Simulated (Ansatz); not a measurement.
Reaction (SMILES): FCF → F[CH]F + H atom
B3LYP-D3(BJ)/def2-TZVP geometries, fixed; electronic energies without zero-point terms.

Core correlation in the bond dissociation energy at CCSD(T) with Ansatz (a quantum-chemistry and plane-wave program), in kcal/mol: frozen core against all electrons. Core-valence sets carry the plain set on hydrogen. Open shells are unrestricted.

| basis | functions, most | frozen core | all electrons | core term (second minus first) |
|---|---|---|---|---|
| cc-pVDZ | 52 | 103.33 | 103.54 | 0.20 |
| cc-pCVDZ | 64 | 103.38 | 103.55 | 0.17 |
| cc-pVTZ | 118 | 107.46 | 108.45 | 0.99 |
| cc-pwCVTZ | 157 | 107.39 | 107.47 | 0.08 |
| cc-pCVTZ | 157 | 107.39 | 107.49 | 0.10 |
| cc-pVQZ | 225 | 108.50 | 108.96 | 0.46 |

The largest core-valence set, cc-pCVTZ, gives a core term of 0.10 kcal/mol; the valence set cc-pVQZ, which lacks functions for the core, gives 0.46.
